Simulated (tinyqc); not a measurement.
Inside a calculation (part 2 of 2). Method: UHF in the sto-3g basis, for H2O, spin multiplicity 3. Computed by tinyqc, a small Python program that keeps every step (integrals from PySCF). Command: `OMP_NUM_THREADS=1 python tinyqc.py 21625 21626 out.jsonl` (the two numbers bound the seeds that draw the settings). One thread of a shared host (Intel(R) Xeon(R) Processor @ 2.60GHz), about 0.2 s of CPU time with the checks.

Geometry (angstrom):
```
atom,x,y,z
O,0.000000,0.000000,0.000000
H,0.000000,0.978000,0.900000
H,0.000000,-0.978000,0.900000
```

## Iteration 2: diagonalisation and new density

F(alpha) (hartree):
```
,1O 1s,1O 2s,1O 2px,1O 2py,1O 2pz,2H 1s,3H 1s
1O 1s,-20.421061,-5.211317,0.000000,0.000000,-0.005154,-0.506233,-0.506233
1O 2s,-5.211317,-2.565762,0.000000,0.000000,-0.055198,-0.539117,-0.539117
1O 2px,0.000000,0.000000,-0.602023,0.000000,0.000000,0.000000,0.000000
1O 2py,0.000000,0.000000,0.000000,-0.220762,0.000000,-0.287247,0.287247
1O 2pz,-0.005154,-0.055198,0.000000,0.000000,-0.557771,-0.209249,-0.209249
2H 1s,-0.506233,-0.539117,0.000000,-0.287247,-0.209249,-0.399536,-0.191429
3H 1s,-0.506233,-0.539117,0.000000,0.287247,-0.209249,-0.191429,-0.399536
```

F(beta) (hartree):
```
,1O 1s,1O 2s,1O 2px,1O 2py,1O 2pz,2H 1s,3H 1s
1O 1s,-20.386653,-5.170660,0.000000,0.000000,-0.005205,-0.501769,-0.501769
1O 2s,-5.170660,-2.360076,0.000000,0.000000,0.016022,-0.515731,-0.515731
1O 2px,0.000000,0.000000,0.289810,0.000000,0.000000,0.000000,0.000000
1O 2py,0.000000,0.000000,0.000000,-0.342114,0.000000,-0.268404,0.268404
1O 2pz,-0.005205,0.016022,0.000000,0.000000,-0.313910,-0.252933,-0.252933
2H 1s,-0.501769,-0.515731,0.000000,-0.268404,-0.252933,-0.069819,-0.130412
3H 1s,-0.501769,-0.515731,0.000000,0.268404,-0.252933,-0.130412,-0.069819
```

X:
```
,1,2,3,4,5,6,7
1O 1s,-0.433920,0.000000,0.675012,0.000000,0.606315,0.000000,0.227749
1O 2s,0.901555,0.000000,-0.288406,0.000000,0.333703,0.000000,0.468557
1O 2px,0.000000,0.000000,0.000000,1.000000,0.000000,0.000000,0.000000
1O 2py,0.000000,0.759202,0.000000,0.000000,0.000000,0.714881,0.000000
1O 2pz,0.428584,0.000000,0.694644,0.000000,-0.583522,0.000000,0.240189
2H 1s,-0.541755,-0.682163,-0.235533,0.000000,-0.195964,0.397808,0.393671
3H 1s,-0.541755,0.682163,-0.235533,0.000000,-0.195964,-0.397808,0.393671
```

Diagonalise F' = X^T F X, C = X C', fill 6 alpha and 4 beta electrons from the bottom; D(s) = C_occ C_occ^T. Each column has its largest component positive (the first on a tie).

F' = X^T F X (alpha) (hartree):
```
,1,2,3,4,5,6,7
1,-1.571603,0.000000,3.007364,0.000000,3.073928,0.000000,1.268164
2,0.000000,0.274132,0.000000,0.000000,0.000000,0.099786,0.000000
3,3.007364,0.000000,-7.494083,0.000000,-7.922304,0.000000,-4.161976
4,0.000000,0.000000,0.000000,-0.602023,0.000000,0.000000,0.000000
5,3.073928,0.000000,-7.922304,0.000000,-9.825918,0.000000,-5.040970
6,0.000000,0.099786,0.000000,0.000000,0.000000,-0.505442,0.000000
7,1.268164,0.000000,-4.161976,0.000000,-5.040970,0.000000,-3.621585
```

orbital energies (alpha) (hartree): MO1 -20.429327, MO2 -1.321534, MO3 -0.602023, MO4 -0.601401, MO5 -0.518012, MO6 -0.160927, MO7 0.286702

coefficients C (alpha):
```
,MO1,MO2,MO3,MO4,MO5,MO6,MO7
1O 1s,0.994567,-0.255711,0.000000,0.051954,0.000000,0.078518,0.000000
1O 2s,0.022636,0.984117,0.000000,-0.250834,0.000000,-0.441550,0.000000
1O 2px,0.000000,0.000000,1.000000,0.000000,0.000000,0.000000,0.000000
1O 2py,0.000000,0.000000,0.000000,0.000000,0.614390,0.000000,0.842596
1O 2pz,0.001359,0.066208,0.000000,0.855127,0.000000,-0.573389,0.000000
2H 1s,-0.003115,0.066014,0.000000,0.240877,0.479946,0.692794,-0.627096
3H 1s,-0.003115,0.066014,0.000000,0.240877,-0.479946,0.692794,0.627096
```

F' = X^T F X (beta) (hartree):
```
,1,2,3,4,5,6,7
1,-1.101464,0.000000,3.218473,0.000000,3.098589,0.000000,1.238623
2,0.000000,0.415229,0.000000,0.000000,0.000000,-0.118907,0.000000
3,3.218473,0.000000,-7.312583,0.000000,-7.963856,0.000000,-4.215363
4,0.000000,0.000000,0.000000,0.289810,0.000000,0.000000,0.000000
5,3.098589,0.000000,-7.963856,0.000000,-9.716788,0.000000,-5.069883
6,0.000000,-0.118907,0.000000,0.000000,0.000000,-0.460982,0.000000
7,1.238623,0.000000,-4.215363,0.000000,-5.069883,0.000000,-3.412429
```

orbital energies (beta) (hartree): MO1 -20.393481, MO2 -1.127233, MO3 -0.476831, MO4 -0.437160, MO5 0.289810, MO6 0.414612, MO7 0.431079

coefficients C (beta):
```
,MO1,MO2,MO3,MO4,MO5,MO6,MO7
1O 1s,0.995107,-0.252766,0.000000,0.041011,0.000000,0.087208,0.000000
1O 2s,0.020446,0.976747,0.000000,-0.216146,0.000000,-0.475090,0.000000
1O 2px,0.000000,0.000000,0.000000,0.000000,1.000000,0.000000,0.000000
1O 2py,0.000000,0.000000,0.808924,0.000000,0.000000,0.000000,-0.658091
1O 2pz,0.001128,-0.008985,0.000000,0.828915,0.000000,-0.614183,0.000000
2H 1s,-0.002729,0.082237,0.304188,0.277258,0.000000,0.677282,0.728743
3H 1s,-0.002729,0.082237,-0.304188,0.277258,0.000000,0.677282,-0.728743
```

D(alpha) after iteration 2:
```
,1O 1s,1O 2s,1O 2px,1O 2py,1O 2pz,2H 1s,3H 1s
1O 1s,1.063416,-0.276838,0.000000,0.000000,-0.016173,0.046933,0.046933
1O 2s,-0.276838,1.226882,0.000000,0.000000,0.103872,-0.301429,-0.301429
1O 2px,0.000000,0.000000,1.000000,0.000000,0.000000,0.000000,0.000000
1O 2py,0.000000,0.000000,0.000000,0.377475,0.000000,0.294874,-0.294874
1O 2pz,-0.016173,0.103872,0.000000,0.000000,1.064403,-0.186894,-0.186894
2H 1s,0.046933,-0.301429,0.000000,0.294874,-0.186894,0.772701,0.312005
3H 1s,0.046933,-0.301429,0.000000,-0.294874,-0.186894,0.312005,0.772701
```

D(beta) after iteration 2:
```
,1O 1s,1O 2s,1O 2px,1O 2py,1O 2pz,2H 1s,3H 1s
1O 1s,1.055810,-0.235406,0.000000,0.000000,0.037389,-0.012131,-0.012131
1O 2s,-0.235406,1.001172,0.000000,0.000000,-0.187920,0.020341,0.020341
1O 2px,0.000000,0.000000,0.000000,0.000000,0.000000,0.000000,0.000000
1O 2py,0.000000,0.000000,0.000000,0.654359,0.000000,0.246065,-0.246065
1O 2pz,0.037389,-0.187920,0.000000,0.000000,0.687183,0.229081,0.229081
2H 1s,-0.012131,0.020341,0.000000,0.246065,0.229081,0.176173,-0.008888
3H 1s,-0.012131,0.020341,0.000000,-0.246065,0.229081,-0.008888,0.176173
```

## Iteration 35 (converged): orbitals

converged F(alpha) (hartree):
```
,1O 1s,1O 2s,1O 2px,1O 2py,1O 2pz,2H 1s,3H 1s
1O 1s,-20.384070,-5.200827,0.000000,0.000000,-0.006535,-0.505109,-0.505109
1O 2s,-5.200827,-2.534609,0.000000,0.000000,-0.064792,-0.536531,-0.536531
1O 2px,0.000000,0.000000,-0.580133,0.000000,0.000000,0.000000,0.000000
1O 2py,0.000000,0.000000,0.000000,-0.147326,0.000000,-0.283516,0.283516
1O 2pz,-0.006535,-0.064792,0.000000,0.000000,-0.533808,-0.211575,-0.211575
2H 1s,-0.505109,-0.536531,0.000000,-0.283516,-0.211575,-0.428787,-0.186901
3H 1s,-0.505109,-0.536531,0.000000,0.283516,-0.211575,-0.186901,-0.428787
```

converged F(beta) (hartree):
```
,1O 1s,1O 2s,1O 2px,1O 2py,1O 2pz,2H 1s,3H 1s
1O 1s,-20.352670,-5.167846,0.000000,0.000000,-0.005898,-0.501464,-0.501464
1O 2s,-5.167846,-2.349827,0.000000,0.000000,0.022725,-0.518845,-0.518845
1O 2px,0.000000,0.000000,0.306711,0.000000,0.000000,0.000000,0.000000
1O 2py,0.000000,0.000000,0.000000,-0.393220,0.000000,-0.258706,0.258706
1O 2pz,-0.005898,0.022725,0.000000,0.000000,-0.319652,-0.245315,-0.245315
2H 1s,-0.501464,-0.518845,0.000000,-0.258706,-0.245315,-0.038933,-0.139590
3H 1s,-0.501464,-0.518845,0.000000,0.258706,-0.245315,-0.139590,-0.038933
```

As before.

F' = X^T F X (alpha) (hartree):
```
,1,2,3,4,5,6,7
1,-1.566371,0.000000,2.993483,0.000000,3.066032,0.000000,1.286389
2,0.000000,0.277294,0.000000,0.000000,0.000000,0.156591,0.000000
3,2.993483,0.000000,-7.465841,0.000000,-7.926243,0.000000,-4.153879
4,0.000000,0.000000,0.000000,-0.580133,0.000000,0.000000,0.000000
5,3.066032,0.000000,-7.926243,0.000000,-9.795906,0.000000,-5.022993
6,0.000000,0.156591,0.000000,0.000000,0.000000,-0.474360,0.000000
7,1.286389,0.000000,-4.153879,0.000000,-5.022993,0.000000,-3.617748
```

orbital energies (alpha) (hartree): MO1 -20.392267, MO2 -1.295280, MO3 -0.583992, MO4 -0.580133, MO5 -0.505677, MO6 -0.174326, MO7 0.308611

coefficients C (alpha):
```
,MO1,MO2,MO3,MO4,MO5,MO6,MO7
1O 1s,0.994589,-0.254083,0.060165,0.000000,0.000000,0.077654,0.000000
1O 2s,0.022550,0.976276,-0.288802,0.000000,0.000000,-0.435720,0.000000
1O 2px,0.000000,0.000000,0.000000,1.000000,0.000000,0.000000,0.000000
1O 2py,0.000000,0.000000,0.000000,0.000000,0.552111,0.000000,0.884656
1O 2pz,0.001439,0.078600,0.827715,0.000000,0.000000,-0.610828,0.000000
2H 1s,-0.003122,0.075108,0.269735,0.000000,0.523863,0.681135,-0.590902
3H 1s,-0.003122,0.075108,0.269735,0.000000,-0.523863,0.681135,0.590902
```

F' = X^T F X (beta) (hartree):
```
,1,2,3,4,5,6,7
1,-1.072515,0.000000,3.208043,0.000000,3.102599,0.000000,1.232331
2,0.000000,0.402967,0.000000,0.000000,0.000000,-0.171989,0.000000
3,3.208043,0.000000,-7.307066,0.000000,-7.943808,0.000000,-4.209479
4,0.000000,0.000000,0.000000,0.306711,0.000000,0.000000,0.000000
5,3.102599,0.000000,-7.943808,0.000000,-9.700269,0.000000,-5.070769
6,0.000000,-0.171989,0.000000,0.000000,0.000000,-0.463387,0.000000
7,1.232331,0.000000,-4.209479,0.000000,-5.070769,0.000000,-3.399292
```

orbital energies (beta) (hartree): MO1 -20.359717, MO2 -1.117655, MO3 -0.496282, MO4 -0.432324, MO5 0.306711, MO6 0.430553, MO7 0.435861

coefficients C (beta):
```
,MO1,MO2,MO3,MO4,MO5,MO6,MO7
1O 1s,0.995024,-0.252621,0.000000,0.037721,0.000000,0.090010,0.000000
1O 2s,0.020781,0.974368,0.000000,-0.200483,0.000000,-0.486686,0.000000
1O 2px,0.000000,0.000000,0.000000,0.000000,1.000000,0.000000,0.000000
1O 2py,0.000000,0.000000,0.844773,0.000000,0.000000,0.000000,-0.611393
1O 2pz,0.001174,-0.018282,0.000000,0.841495,0.000000,-0.596618,0.000000
2H 1s,-0.002779,0.085731,0.262579,0.263527,0.000000,0.682311,0.744748
3H 1s,-0.002779,0.085731,-0.262579,0.263527,0.000000,0.682311,-0.744748
```

D(alpha) after iteration 35:
```
,1O 1s,1O 2s,1O 2px,1O 2py,1O 2pz,2H 1s,3H 1s
1O 1s,1.063416,-0.276838,0.000000,0.000000,-0.016173,0.046933,0.046933
1O 2s,-0.276838,1.226882,0.000000,0.000000,0.103872,-0.301429,-0.301429
1O 2px,0.000000,0.000000,1.000000,0.000000,0.000000,0.000000,0.000000
1O 2py,0.000000,0.000000,0.000000,0.304827,0.000000,0.289230,-0.289230
1O 2pz,-0.016173,0.103872,0.000000,0.000000,1.064403,-0.186894,-0.186894
2H 1s,0.046933,-0.301429,0.000000,0.289230,-0.186894,0.816785,0.267920
3H 1s,0.046933,-0.301429,0.000000,-0.289230,-0.186894,0.267920,0.816785
```

D(beta) after iteration 35:
```
,1O 1s,1O 2s,1O 2px,1O 2py,1O 2pz,2H 1s,3H 1s
1O 1s,1.055314,-0.233031,0.000000,0.000000,0.037529,-0.014482,-0.014482
1O 2s,-0.233031,0.990019,0.000000,0.000000,-0.186494,0.030643,0.030643
1O 2px,0.000000,0.000000,0.000000,0.000000,0.000000,0.000000,0.000000
1O 2py,0.000000,0.000000,0.000000,0.713641,0.000000,0.221819,-0.221819
1O 2pz,0.037529,-0.186494,0.000000,0.000000,0.708450,0.220186,0.220186
2H 1s,-0.014482,0.030643,0.000000,0.221819,0.220186,0.145751,0.007856
3H 1s,-0.014482,0.030643,0.000000,-0.221819,0.220186,0.007856,0.145751
```

## Convergence

Stop when the energy changes by less than 1e-08 hartree and every element of the error matrix X^T (F D S - S D F) X (for each spin) is below 3e-05.

Course of the cycle:
```
iteration,E (hartree),change,largest element of the error matrix
1,-74.00948857,-,2.51e-01
2,-74.70195972,-6.92e-01,4.15e-02
3,-74.70687553,-4.92e-03,1.23e-02
4,-74.70757402,-6.98e-04,8.87e-03
5,-74.70785356,-2.80e-04,6.38e-03
6,-74.70802775,-1.74e-04,5.43e-03
7,-74.70814824,-1.20e-04,4.62e-03
8,-74.70823356,-8.53e-05,3.91e-03
9,-74.70829422,-6.07e-05,3.30e-03
10,-74.70833729,-4.31e-05,2.78e-03
11,-74.70836777,-3.05e-05,2.34e-03
12,-74.70838926,-2.15e-05,1.96e-03
13,-74.70840436,-1.51e-05,1.64e-03
14,-74.70841494,-1.06e-05,1.37e-03
...,...,...,...
22,-74.70843788,-5.73e-07,3.18e-04
23,-74.70843828,-3.96e-07,2.65e-04
24,-74.70843855,-2.74e-07,2.20e-04
25,-74.70843874,-1.89e-07,1.83e-04
26,-74.70843887,-1.31e-07,1.52e-04
27,-74.70843896,-9.01e-08,1.26e-04
28,-74.70843902,-6.22e-08,1.05e-04
29,-74.70843907,-4.29e-08,8.70e-05
30,-74.70843910,-2.96e-08,7.23e-05
31,-74.70843912,-2.04e-08,6.00e-05
32,-74.70843913,-1.41e-08,4.98e-05
33,-74.70843914,-9.69e-09,4.14e-05
34,-74.70843915,-6.68e-09,3.43e-05
35,-74.70843915,-4.61e-09,2.85e-05
```

PySCF UHF in the same basis, after a stability check = -74.70843916 hartree

Converged in 35 iterations.

## Populations, bond orders and dipole

overlap S:
```
,1O 1s,1O 2s,1O 2px,1O 2py,1O 2pz,2H 1s,3H 1s
1O 1s,1.000000,0.236704,0.000000,0.000000,0.000000,0.022510,0.022510
1O 2s,0.236704,1.000000,0.000000,0.000000,0.000000,0.267648,0.267648
1O 2px,0.000000,0.000000,1.000000,0.000000,0.000000,0.000000,0.000000
1O 2py,0.000000,0.000000,0.000000,1.000000,0.000000,0.187232,-0.187232
1O 2pz,0.000000,0.000000,0.000000,0.000000,1.000000,0.172299,0.172299
2H 1s,0.022510,0.267648,0.000000,0.187232,0.172299,1.000000,0.128089
3H 1s,0.022510,0.267648,0.000000,-0.187232,0.172299,0.128089,1.000000
```

Mulliken: Z minus the diagonal of D S on the atom; Loewdin: the same with S^(1/2) D S^(1/2); Mayer order: 2 sum_s sum (D(s) S)_ij (D(s) S)_ji over the two atoms.

Charges (e):
```
atom,Mulliken,Loewdin,Mulliken spin
1O,0.055072,0.087143,0.881338
2H,-0.027536,-0.043571,0.559331
3H,-0.027536,-0.043571,0.559331
```

Mayer bond orders:
```
pair,order
2-1,0.599153
3-1,0.599153
3-2,0.087237
```

dipole moment about the origin, x y z (debye): 0.000000  0.000000  -0.006137

<S^2> of the determinant (pure state: 2) = 2.141998
